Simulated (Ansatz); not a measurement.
Compare A (`C[C@@]1(Cl)C[C@H]1F`) with its isomer B (`CC/C=C(\F)Cl`).

Isolated molecules relaxed with PBE0-D4/def2-TZVP in Ansatz; ΔE leaves out vibrations. CBS: MP2 limit from def2 TZ/QZ plus the TZ coupled-cluster correction, frozen cores. DFT in def2-TZVPP. B3LYP here is the variant with VWN-RPA as its local correlation; programs differ in this. Each species was taken in one conformer, which may not be the lowest.

Which is lower in electronic energy at CCSD(T)/CBS, and by how much? (Estimate.)

Computed: B, by 6.7 kcal/mol.

Give E(B) − E(A) in kcal/mol with PBE-D4, B3LYP, CCSD(T)/def2-TZVPP, MP2/def2-TZVPP, B3LYP-D4, HF/def2-TZVPP, r2SCAN-D4. (Estimate.)

Computed: PBE-D4 -7.1, B3LYP -9.9, CCSD(T)/def2-TZVPP -6.9, MP2/def2-TZVPP -4.9, B3LYP-D4 -8.9, HF/def2-TZVPP -8.0, r2SCAN-D4 -6.7. None reverses the order clearly.

Largest T1 diagnostic: 0.011.

The D4 term adds +1.0 kcal/mol with B3LYP and +0.5 kcal/mol with PBE0; it sums over pairs of atoms, weighted by their polarisabilities, and B3LYP, whose exchange is more repulsive, gets the larger term. From PBE to PBE0 (25 % exact exchange), in def2-TZVPP and without D4, E(B) − E(A) moves by +2.3 kcal/mol.
